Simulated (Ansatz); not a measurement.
# SiH4O: one structure at several levels

An exercise on one series of results from a longer session: the logs are not shown, and one member is left open.

Computed with Ansatz 0.2.0, Gaussian basis. Level: single points in def2-TZVPP.

Correlated methods freeze the cores. B3LYP uses VWN-RPA correlation.

## The system as given

SMILES `O[SiH3]`, 6 atoms, charge 0, spin multiplicity 1.

Atoms are counted from 1 here; the program's logs count them from 0.

Bond lengths: O1–Si2 1.702 Å, O1–H3 0.964 Å, Si2–H4 1.488 Å, Si2–H5 1.471 Å, Si2–H6 1.474 Å. Angles: Si2–O1–H3 120.3°, O1–Si2–H4 108.6°, O1–Si2–H5 101.5°, O1–Si2–H6 106.5°, H4–Si2–H5 111.9°, H4–Si2–H6 112.0°, H5–Si2–H6 115.5°.

Coordinates:

| atom | x (Å) | y (Å) | z (Å) |
| --- | --- | --- | --- |
| O1 | 0.6301 | -0.9913 | 0.4590 |
| Si2 | -0.0384 | 0.4274 | -0.2013 |
| H3 | 0.0694 | -1.6205 | 0.9273 |
| H4 | -1.1015 | 0.0450 | -1.1695 |
| H5 | 1.1303 | 1.0167 | -0.8734 |
| H6 | -0.5762 | 1.2022 | 0.9310 |

The first run:

File run/in.yaml:

```yaml
crystal:
  periodic: [false, false, false]
  atoms:
    - {symbol: O, position_ang: [0.630100, -0.991300, 0.459000]}
    - {symbol: Si, position_ang: [-0.038400, 0.427400, -0.201300]}
    - {symbol: H, position_ang: [0.069400, -1.620500, 0.927300]}
    - {symbol: H, position_ang: [-1.101500, 0.045000, -1.169500]}
    - {symbol: H, position_ang: [1.130300, 1.016700, -0.873400]}
    - {symbol: H, position_ang: [-0.576200, 1.202200, 0.931000]}
basis:
  gaussian: {orbitals: def2-TZVPP}
correlation: {method: ccsd_t}
output: {forces: true}
```

No record of the launch command was kept for these runs.

Steps of the session up to this table: CCSD(T)/def2-TZVPP; PBE0-D4/def2-TZVPP; wB97M-V/def2-TZVPP; r2SCAN-D4/def2-TZVPP; PBE-D4/def2-TZVPP; B3LYP-D4/def2-TZVPP; BHLYP-D4/def2-TZVPP.

One of the session's tables, all rows but one given; the rest of the session is left out.

| method | RMS force component (eV/Å) | angle to CCSD(T) forces (°) | dipole (D) |
| --- | --- | --- | --- |
| CCSD(T) | 0.564 | reference | 1.33 |
| PBE0-D4 | ? | ? | ? |
| wB97M-V | 0.555 | 4.3 | 1.33 |
| r2SCAN-D4 | 0.595 | 5.0 | 1.29 |
| PBE-D4 | 0.518 | 20.9 | 1.25 |
| B3LYP-D4 | 0.547 | 3.7 | 1.33 |
| BHLYP-D4 | 0.696 | 15.7 | 1.41 |

Estimate the missing values for PBE0-D4.

As computed: RMS force component (eV/Å): 0.608; angle to CCSD(T) forces (°): 5.7; dipole (D): 1.32. In the column «RMS force component (eV/Å)» it lies between r2SCAN-D4 (0.595) and BHLYP-D4 (0.696).
